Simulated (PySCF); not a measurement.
ethane cation (C₂H₆), SMILES CC (connectivity only; charge and spin as stated), charge +1, multiplicity 2. Coordinates come from a PBE0-D3(BJ)/def2-TZVP optimisation. The multiplicity is an assumed one; other spin states were not compared.

These are PBE0-D3(BJ)/def2-TZVP (PySCF) values and carry that method's errors.

Harmonic wavenumbers (cm⁻¹): 273, 344, 403, 662, 768, 789, 1106, 1158, 1219, 1295, 1402, 1502, 2512, 2570, 2655, 2796, 3201, 3212. Rotational constants (GHz): 81.04, 21.91, 20.52; symmetry number 2.

Work out the zero-point energy and the ideal-gas rigid-rotor harmonic-oscillator thermochemistry at 298.15 K and 1 atm.

ZPE = ½ Σ hcν = ½ × 27865 cm⁻¹ = 166.67 kJ/mol. H − E(el) = 180.56 kJ/mol. Entropy in J/(mol K): translation 151.19, rotation 76.73, vibration 19.81, spin 5.76, total 253.50. G − E(el) = 104.98 kJ/mol. Cp = 67.11 J/(mol K).
